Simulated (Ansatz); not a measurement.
# CH4B2: the cost of one run

All numbers below are computed with Ansatz 0.2.0 (RKS PBE/cc-pVDZ).

## 1. The structure to begin with

Bond lengths: B1–B2 1.736 Å, B1–C3 1.472 Å, B2–C3 1.533 Å, B1–H4 1.140 Å, B2–H5 1.190 Å, C3–H6 1.120 Å, C3–H7 1.148 Å. Angles: B1–B2–C3 53.1°, B1–B2–H5 153.4°, C3–B2–H5 153.4°, B2–B1–C3 56.4°, B2–B1–H4 148.8°, C3–B1–H4 154.4°, B1–C3–B2 70.5°, B1–C3–H6 118.2°, B1–C3–H7 114.1°, B2–C3–H6 114.1°, B2–C3–H7 113.2°, H6–C3–H7 117.8°.

Structure file:

```xyz
7

B    -0.8523   -0.4481   -0.3197
B     0.4316    0.6782   -0.6323
C     0.2573   -0.1966    0.6149
H    -1.8520   -0.8978   -0.6318
H     1.0140    1.4685   -1.3054
H     0.0413    0.3795    1.5511
H     1.0213   -1.0517    0.6774
```

## 2. Relaxing the start

Input file input.yaml:

```yaml
crystal:
  periodic: [false, false, false]
  atoms:
    - { symbol: B, position_ang: [-0.8523, -0.4481, -0.3197] }
    - { symbol: B, position_ang: [0.4316, 0.6782, -0.6323] }
    - { symbol: C, position_ang: [0.2573, -0.1966, 0.6149] }
    - { symbol: H, position_ang: [-1.852, -0.8978, -0.6318] }
    - { symbol: H, position_ang: [1.014, 1.4685, -1.3054] }
    - { symbol: H, position_ang: [0.0413, 0.3795, 1.5511] }
    - { symbol: H, position_ang: [1.0213, -1.0517, 0.6774] }
basis:
  gaussian: { orbitals: cc-pVDZ }
hamiltonian:
  xc: pbe
relax:
  f_tol: 0.02
  max_steps: 40
output:
  orbitals: {}
```

The run is started by

```
ansatz run input.yaml --threads 1 --pin off --max-ram 2048MiB --backend cpu --events-out ev --progress --plain --runs-dir out
```

What time and memory should one allow on 1 thread of AMD EPYC (Zen 3), shared host?

About 44 s, with a peak of 0.11 GiB.
